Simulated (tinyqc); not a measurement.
Inside a calculation (part 2 of 3). Method: UHF in the sto-3g basis, for H3O+, spin multiplicity 1. Computed by tinyqc, a small Python program that keeps every step (integrals from PySCF). Command: `OMP_NUM_THREADS=1 python tinyqc.py 20605 20606 out.jsonl` (the two numbers bound the seeds that draw the settings). One thread of a shared host (Intel(R) Xeon(R) Processor @ 2.60GHz), about 0.2 s of CPU time with the checks.

Geometry (angstrom):

| atom | x | y | z |
|---|---|---|---|
| O | 0.000000 | 0.000000 | 0.417000 |
| H | 1.122000 | 0.000000 | 0.000000 |
| H | -0.561000 | 0.972000 | 0.000000 |
| H | -0.561000 | -0.972000 | 0.000000 |

## Iteration 1: diagonalisation and new density

F(alpha) (hartree), lower triangle:
```
             1O 1s      1O 2s     1O 2px     1O 2py     1O 2pz      2H 1s      3H 1s      4H 1s
1O 1s   -20.226914
1O 2s    -5.189385  -2.529118
1O 2px   -0.000210  -0.002471  -0.561921
1O 2py    0.000118   0.017377   0.000925  -0.563184
1O 2pz    0.017203   0.097362   0.000388   0.051171  -0.519628
2H 1s    -0.679657  -0.771982  -0.441406   0.000835   0.179150  -0.564099
3H 1s    -0.678518  -0.775004   0.219097  -0.377709   0.142880  -0.226128  -0.551617
4H 1s    -0.679802  -0.764249   0.218594   0.378505   0.213933  -0.228768  -0.224031  -0.562417
```

F(beta) (hartree), lower triangle:
```
             1O 1s      1O 2s     1O 2px     1O 2py     1O 2pz      2H 1s      3H 1s      4H 1s
1O 1s   -20.226914
1O 2s    -5.189385  -2.529118
1O 2px   -0.000210  -0.002471  -0.561921
1O 2py   -0.000118  -0.017377  -0.000925  -0.563184
1O 2pz    0.017203   0.097362   0.000388  -0.051171  -0.519628
2H 1s    -0.679657  -0.771982  -0.441406  -0.000835   0.179150  -0.564099
3H 1s    -0.679802  -0.764249   0.218594  -0.378505   0.213933  -0.228768  -0.562417
4H 1s    -0.678518  -0.775004   0.219097   0.377709   0.142880  -0.226128  -0.224031  -0.551617
```

X, lower triangle:
```
            1O 1s      1O 2s     1O 2px     1O 2py    1O 2pz      2H 1s      3H 1s     4H 1s
1O 1s    1.023858
1O 2s   -0.137941   1.159736
1O 2px  -0.000004   0.000043   1.056947
1O 2py   0.000000   0.000000   0.000000   1.056934
1O 2pz   0.004716  -0.042796  -0.000015   0.000000  1.013291
2H 1s    0.016088  -0.176273  -0.173372   0.000000  0.054967   1.094634
3H 1s    0.016082  -0.176173   0.086640  -0.150092  0.054927  -0.042012   1.094551
4H 1s    0.016082  -0.176173   0.086640   0.150092  0.054927  -0.042012  -0.041975  1.094551
```

Diagonalise F' = X^T F X, C = X C', fill 5 alpha and 5 beta electrons from the bottom; D(s) = C_occ C_occ^T. Each column has its largest component positive (the first on a tie).

F' = X^T F X (alpha) (hartree), lower triangle:
```
            1          2          3          4          5          6          7          8
1  -19.843428
2   -2.718207  -1.377203
3    0.000052  -0.002167  -0.400826
4   -0.002525   0.020462   0.000801  -0.404213
5    0.030402  -0.000733   0.000250   0.064737  -0.484476
6   -0.051455  -0.360295  -0.380347   0.000445   0.120196  -0.264856
7   -0.049566  -0.369499   0.190162  -0.325403   0.072067  -0.065907  -0.255256
8   -0.053214  -0.350586   0.189285   0.324768   0.167892  -0.066174  -0.061822  -0.263377
```

orbital energies (alpha) (hartree): MO1 -20.236865, MO2 -1.374270, MO3 -0.774838, MO4 -0.772368, MO5 -0.544834, MO6 0.046108, MO7 0.178270, MO8 0.185164

coefficients C (alpha):
```
              MO1        MO2        MO3        MO4        MO5        MO6        MO7        MO8
1O 1s    0.993827  -0.226659   0.001638   0.000632  -0.073596  -0.153469   0.005362   0.006700
1O 2s    0.026589   0.815410  -0.006453  -0.004867   0.335276   0.823340  -0.030812  -0.045592
1O 2px   0.000015   0.003431   0.688990   0.051621   0.001779   0.023079   0.811043  -0.162777
1O 2py  -0.000010  -0.011133  -0.054162   0.693237  -0.080085   0.097484   0.159542   0.798223
1O 2pz  -0.002232  -0.106459   0.003017  -0.038696   0.912280  -0.404486   0.042857   0.164687
2H 1s   -0.004137   0.162357   0.444833   0.041360  -0.117039  -0.597115  -0.789622   0.215531
3H 1s   -0.004163   0.157247  -0.250616   0.369047  -0.006507  -0.651904   0.295547  -0.727873
4H 1s   -0.004105   0.159015  -0.194070  -0.392182  -0.226987  -0.480558   0.570893   0.663902
```

F' = X^T F X (beta) (hartree), lower triangle:
```
            1          2          3          4          5          6          7          8
1  -19.843428
2   -2.718207  -1.377203
3    0.000052  -0.002167  -0.400826
4    0.002525  -0.020462  -0.000801  -0.404213
5    0.030402  -0.000733   0.000250  -0.064737  -0.484476
6   -0.051455  -0.360295  -0.380347  -0.000445   0.120196  -0.264856
7   -0.053214  -0.350586   0.189285  -0.324768   0.167892  -0.066174  -0.263377
8   -0.049566  -0.369499   0.190162   0.325403   0.072067  -0.065907  -0.061822  -0.255256
```

orbital energies (beta) (hartree): MO1 -20.236865, MO2 -1.374270, MO3 -0.774838, MO4 -0.772368, MO5 -0.544834, MO6 0.046108, MO7 0.178270, MO8 0.185164

coefficients C (beta):
```
              MO1        MO2        MO3        MO4        MO5        MO6        MO7        MO8
1O 1s    0.993827  -0.226659   0.001638  -0.000632  -0.073596  -0.153469   0.005362  -0.006700
1O 2s    0.026589   0.815410  -0.006453   0.004867   0.335276   0.823340  -0.030812   0.045592
1O 2px   0.000015   0.003431   0.688990  -0.051621   0.001779   0.023079   0.811043   0.162777
1O 2py   0.000010   0.011133   0.054162   0.693237   0.080085  -0.097484  -0.159542   0.798223
1O 2pz  -0.002232  -0.106459   0.003017   0.038696   0.912280  -0.404486   0.042857  -0.164687
2H 1s   -0.004137   0.162357   0.444833  -0.041360  -0.117039  -0.597115  -0.789622  -0.215531
3H 1s   -0.004105   0.159015  -0.194070   0.392182  -0.226987  -0.480558   0.570893  -0.663902
4H 1s   -0.004163   0.157247  -0.250616  -0.369047  -0.006507  -0.651904   0.295547   0.727873
```

D(alpha) after iteration 1, lower triangle:
```
            1O 1s      1O 2s     1O 2px     1O 2py     1O 2pz      2H 1s      3H 1s     4H 1s
1O 1s    1.044485
1O 2s   -0.183084   0.778075
1O 2px   0.000267  -0.001303   0.477387
1O 2py   0.008757  -0.038953  -0.001712   0.490048
1O 2pz  -0.045247   0.219168   0.001338  -0.098864   0.845099
2H 1s   -0.031543   0.089965   0.308969   0.012144  -0.124306   0.239662
3H 1s   -0.039477   0.125749  -0.153093   0.268181  -0.037704  -0.069909   0.223790
4H 1s   -0.023983   0.056612  -0.153815  -0.244955  -0.209405  -0.050148  -0.069598  0.268295
```

D(beta) after iteration 1, lower triangle:
```
            1O 1s      1O 2s     1O 2px     1O 2py     1O 2pz      2H 1s      3H 1s     4H 1s
1O 1s    1.044485
1O 2s   -0.183084   0.778075
1O 2px   0.000267  -0.001303   0.477387
1O 2py  -0.008757   0.038953   0.001712   0.490048
1O 2pz  -0.045247   0.219168   0.001338   0.098864   0.845099
2H 1s   -0.031543   0.089965   0.308969  -0.012144  -0.124306   0.239662
3H 1s   -0.023983   0.056612  -0.153815   0.244955  -0.209405  -0.050148   0.268295
4H 1s   -0.039477   0.125749  -0.153093  -0.268181  -0.037704  -0.069909  -0.069598  0.223790
```

## Iteration 2: building the Fock matrix

core Hamiltonian H = T + V (hartree), lower triangle:
```
             1O 1s      1O 2s     1O 2px     1O 2py     1O 2pz      2H 1s      3H 1s      4H 1s
1O 1s   -32.941339
1O 2s    -7.664980  -9.566414
1O 2px   -0.000006  -0.000072  -7.795471
1O 2py    0.000000   0.000000   0.000000  -7.795470
1O 2pz    0.010371   0.128542   0.000024   0.000000  -7.726428
2H 1s    -0.997245  -2.552885  -1.821876   0.000000   0.706326  -4.497684
3H 1s    -0.996640  -2.551689   0.910365  -1.577350   0.705901  -0.782154  -4.496914
4H 1s    -0.996640  -2.551689   0.910365   1.577350   0.705901  -0.782154  -0.781557  -4.496914
```

nuclear repulsion = 11.42543601 hartree

Given earlier and not repeated: Two-electron integrals (ij|kl) in chemists' order.

J_ij = sum D_kl (ij|kl) with D = D(alpha) + D(beta), K_ij = sum D_kl (ik|jl) for each spin; F = H + J - K(s); E = tr D H + tr D J / 2 - 0.5 sum_s tr D(s) K(s) + E_nn.

Coulomb J (hartree), lower triangle:
```
            1O 1s      1O 2s     1O 2px     1O 2py     1O 2pz     2H 1s     3H 1s     4H 1s
1O 1s   16.853397
1O 2s    3.160208   7.884804
1O 2px  -0.000093  -0.000547   7.871234
1O 2py   0.000000   0.000000   0.000000   7.872946
1O 2pz   0.009864  -0.001764   0.000245   0.000000   7.886555
2H 1s    0.409482   2.104001   1.630748   0.000000  -0.612184  4.289212
3H 1s    0.409241   2.103521  -0.815340   1.412616  -0.612051  0.654183  4.292037
4H 1s    0.409241   2.103521  -0.815340  -1.412616  -0.612051  0.654183  0.653803  4.292037
```

exchange K(alpha) (hartree), lower triangle:
```
            1O 1s      1O 2s     1O 2px     1O 2py     1O 2pz     2H 1s     3H 1s     4H 1s
1O 1s    4.871002
1O 2s    0.820575   1.223892
1O 2px   0.000036  -0.000455   0.868332
1O 2py  -0.000346  -0.020878  -0.001667   0.873723
1O 2pz  -0.001451   0.068059   0.000777  -0.059124   1.034081
2H 1s    0.111690   0.395486   0.327591   0.001593  -0.123789  0.463466
3H 1s    0.111405   0.397426  -0.163160   0.283413  -0.107551  0.094948  0.450936
4H 1s    0.111757   0.393197  -0.163991  -0.281613  -0.139871  0.098859  0.095971  0.478245
```

exchange K(beta) (hartree), lower triangle:
```
            1O 1s      1O 2s     1O 2px     1O 2py     1O 2pz     2H 1s     3H 1s     4H 1s
1O 1s    4.871002
1O 2s    0.820575   1.223892
1O 2px   0.000036  -0.000455   0.868332
1O 2py   0.000346   0.020878   0.001667   0.873723
1O 2pz  -0.001451   0.068059   0.000777   0.059124   1.034081
2H 1s    0.111690   0.395486   0.327591  -0.001593  -0.123789  0.463466
3H 1s    0.111757   0.393197  -0.163991   0.281613  -0.139871  0.098859  0.478245
4H 1s    0.111405   0.397426  -0.163160  -0.283413  -0.107551  0.094948  0.095971  0.450936
```

F(alpha) (hartree), lower triangle:
```
             1O 1s      1O 2s     1O 2px     1O 2py     1O 2pz      2H 1s      3H 1s      4H 1s
1O 1s   -20.958944
1O 2s    -5.325347  -2.905502
1O 2px   -0.000135  -0.000164  -0.792569
1O 2py    0.000346   0.020878   0.001667  -0.796246
1O 2pz    0.021686   0.058719  -0.000509   0.059124  -0.873955
2H 1s    -0.699452  -0.844370  -0.518719  -0.001593   0.217930  -0.671938
3H 1s    -0.698804  -0.845594   0.258186  -0.448148   0.201402  -0.222920  -0.655812
4H 1s    -0.699155  -0.841365   0.259017   0.446348   0.233721  -0.226830  -0.223725  -0.683122
```

F(beta) (hartree), lower triangle:
```
             1O 1s      1O 2s     1O 2px     1O 2py     1O 2pz      2H 1s      3H 1s      4H 1s
1O 1s   -20.958944
1O 2s    -5.325347  -2.905502
1O 2px   -0.000135  -0.000164  -0.792569
1O 2py   -0.000346  -0.020878  -0.001667  -0.796246
1O 2pz    0.021686   0.058719  -0.000509  -0.059124  -0.873955
2H 1s    -0.699452  -0.844370  -0.518719   0.001593   0.217930  -0.671938
3H 1s    -0.699155  -0.841365   0.259017  -0.446348   0.233721  -0.226830  -0.683122
4H 1s    -0.698804  -0.845594   0.258186   0.448148   0.201402  -0.222920  -0.223725  -0.655812
```

total energy of this density = -75.19383768 hartree

## Iteration 2: DIIS over 2 matrices

error matrix X^T (FDS - SDF) X (alpha):
```
           1          2          3          4          5          6          7          8
1   0.000000  -0.015035  -0.000090  -0.003515   0.013270   0.024173   0.028019   0.020346
2   0.015035   0.000000  -0.000096   0.010561  -0.028427  -0.071917  -0.086851  -0.057391
3   0.000090   0.000096   0.000000   0.000021  -0.000005  -0.037149   0.019918   0.016128
4   0.003515  -0.010561  -0.000021   0.000000  -0.027493   0.001675  -0.031528   0.028354
5  -0.013270   0.028427   0.000005   0.027493   0.000000   0.019682  -0.009395   0.046268
6  -0.024173   0.071917   0.037149  -0.001675  -0.019682   0.000000   0.003445  -0.003747
7  -0.028019   0.086851  -0.019918   0.031528   0.009395  -0.003445   0.000000  -0.007340
8  -0.020346   0.057391  -0.016128  -0.028354  -0.046268   0.003747   0.007340   0.000000
```

B (overlaps of the stored error matrices):
```
               1              2
1  9.7103457e-01  4.0527270e-03
2  4.0527270e-03  1.0566420e-01
```

Minimise |sum c_i e_i|^2 with sum c_i = 1: solve [B -1; -1 0][c; lambda] = [0; -1] with B_ij = tr e_i^T e_j summed over both spins, and take F = sum c_i F_i.

DIIS coefficients: 0.095089  0.904911

extrapolated F(alpha) (hartree), lower triangle:
```
             1O 1s      1O 2s     1O 2px     1O 2py     1O 2pz      2H 1s      3H 1s      4H 1s
1O 1s   -20.889336
1O 2s    -5.312419  -2.869712
1O 2px   -0.000142  -0.000383  -0.770637
1O 2py    0.000324   0.020545   0.001596  -0.774085
1O 2pz    0.021259   0.062394  -0.000423   0.058368  -0.840263
2H 1s    -0.697570  -0.837487  -0.511367  -0.001363   0.214242  -0.661683
3H 1s    -0.696875  -0.838882   0.254469  -0.441450   0.195837  -0.223225  -0.645904
4H 1s    -0.697315  -0.834032   0.255173   0.439897   0.231840  -0.227014  -0.223754  -0.671644
```

extrapolated F(beta) (hartree), lower triangle:
```
             1O 1s      1O 2s     1O 2px     1O 2py     1O 2pz      2H 1s      3H 1s      4H 1s
1O 1s   -20.889336
1O 2s    -5.312419  -2.869712
1O 2px   -0.000142  -0.000383  -0.770637
1O 2py   -0.000324  -0.020545  -0.001596  -0.774085
1O 2pz    0.021259   0.062394  -0.000423  -0.058368  -0.840263
2H 1s    -0.697570  -0.837487  -0.511367   0.001363   0.214242  -0.661683
3H 1s    -0.697315  -0.834032   0.255173  -0.439897   0.231840  -0.227014  -0.671644
4H 1s    -0.696875  -0.838882   0.254469   0.441450   0.195837  -0.223225  -0.223754  -0.645904
```

## Iteration 2: diagonalisation and new density

As before.

F' = X^T F X (alpha) (hartree), lower triangle:
```
            1          2          3          4          5          6          7          8
1  -20.510432
2   -2.717179  -1.734264
3   -0.000138  -0.000042  -0.599768
4   -0.002617   0.024442   0.001766  -0.604708
5    0.038348  -0.042705  -0.000586   0.066615  -0.799380
6   -0.057806  -0.362885  -0.410083  -0.002542   0.142158  -0.344826
7   -0.056571  -0.371220   0.204734  -0.355121   0.113399  -0.047125  -0.328755
8   -0.058873  -0.354054   0.204329   0.349278   0.170222  -0.050113  -0.046841  -0.357128
```

orbital energies (alpha) (hartree): MO1 -20.897513, MO2 -1.658825, MO3 -0.980558, MO4 -0.971787, MO5 -0.869556, MO6 -0.055389, MO7 0.073309, MO8 0.081058

coefficients C (alpha):
```
              MO1        MO2        MO3        MO4        MO5        MO6        MO7        MO8
1O 1s    0.994475  -0.240456   0.011558  -0.000797  -0.056168  -0.134148  -0.003125   0.004091
1O 2s    0.023850   0.897842  -0.058982   0.004215   0.271597   0.757968   0.013216  -0.018738
1O 2px   0.000008   0.000562   0.059934   0.720089  -0.004037   0.005399   0.573599   0.557696
1O 2py  -0.000035  -0.015476   0.708859  -0.064077   0.141276  -0.000564   0.559448  -0.567801
1O 2pz  -0.002202  -0.076139  -0.262523   0.027648   0.886770  -0.412225   0.054949  -0.053597
2H 1s   -0.003602   0.106551   0.071115   0.409025  -0.122442  -0.593714  -0.607207  -0.588431
3H 1s   -0.003599   0.104285   0.338491  -0.233429   0.036763  -0.595262  -0.210510   0.828226
4H 1s   -0.003601   0.106662  -0.313237  -0.183501  -0.277371  -0.580284   0.812578  -0.220884
```

F' = X^T F X (beta) (hartree), lower triangle:
```
            1          2          3          4          5          6          7          8
1  -20.510432
2   -2.717179  -1.734264
3   -0.000138  -0.000042  -0.599768
4    0.002617  -0.024442  -0.001766  -0.604708
5    0.038348  -0.042705  -0.000586  -0.066615  -0.799380
6   -0.057806  -0.362885  -0.410083   0.002542   0.142158  -0.344826
7   -0.058873  -0.354054   0.204329  -0.349278   0.170222  -0.050113  -0.357128
8   -0.056571  -0.371220   0.204734   0.355121   0.113399  -0.047125  -0.046841  -0.328755
```

orbital energies (beta) (hartree): MO1 -20.897513, MO2 -1.658825, MO3 -0.980558, MO4 -0.971787, MO5 -0.869556, MO6 -0.055389, MO7 0.073309, MO8 0.081058

coefficients C (beta):
```
              MO1        MO2        MO3        MO4        MO5        MO6        MO7        MO8
1O 1s    0.994475  -0.240456  -0.011558  -0.000797  -0.056168  -0.134148  -0.003125   0.004091
1O 2s    0.023850   0.897842   0.058982   0.004215   0.271597   0.757968   0.013216  -0.018738
1O 2px   0.000008   0.000562  -0.059934   0.720089  -0.004037   0.005399   0.573599   0.557696
1O 2py   0.000035   0.015476   0.708859   0.064077  -0.141276   0.000564  -0.559448   0.567801
1O 2pz  -0.002202  -0.076139   0.262523   0.027648   0.886770  -0.412225   0.054949  -0.053597
2H 1s   -0.003602   0.106551  -0.071115   0.409025  -0.122442  -0.593714  -0.607207  -0.588431
3H 1s   -0.003601   0.106662   0.313237  -0.183501  -0.277371  -0.580284   0.812578  -0.220884
4H 1s   -0.003599   0.104285  -0.338491  -0.233429   0.036763  -0.595262  -0.210510   0.828226
```

D(alpha) after iteration 2, lower triangle:
```
            1O 1s      1O 2s     1O 2px     1O 2py     1O 2pz      2H 1s      3H 1s     4H 1s
1O 1s    1.050089
1O 2s   -0.208114   0.883951
1O 2px   0.000218  -0.001091   0.522138
1O 2py   0.003995  -0.017606  -0.004236   0.526785
1O 2pz  -0.036746   0.188032   0.000552  -0.061406   0.861846
2H 1s   -0.021830   0.059855   0.299351   0.005255  -0.124043   0.198717
3H 1s   -0.026622   0.082581  -0.147893   0.258480  -0.070647  -0.064783   0.181305
4H 1s   -0.017124   0.038048  -0.149731  -0.251119  -0.176919  -0.051993  -0.062254  0.220114
```

D(beta) after iteration 2, lower triangle:
```
            1O 1s      1O 2s     1O 2px     1O 2py     1O 2pz      2H 1s      3H 1s     4H 1s
1O 1s    1.050089
1O 2s   -0.208114   0.883951
1O 2px   0.000218  -0.001091   0.522138
1O 2py  -0.003995   0.017606   0.004236   0.526785
1O 2pz  -0.036746   0.188032   0.000552   0.061406   0.861846
2H 1s   -0.021830   0.059855   0.299351  -0.005255  -0.124043   0.198717
3H 1s   -0.017124   0.038048  -0.149731   0.251119  -0.176919  -0.051993   0.220114
4H 1s   -0.026622   0.082581  -0.147893  -0.258480  -0.070647  -0.064783  -0.062254  0.181305
```
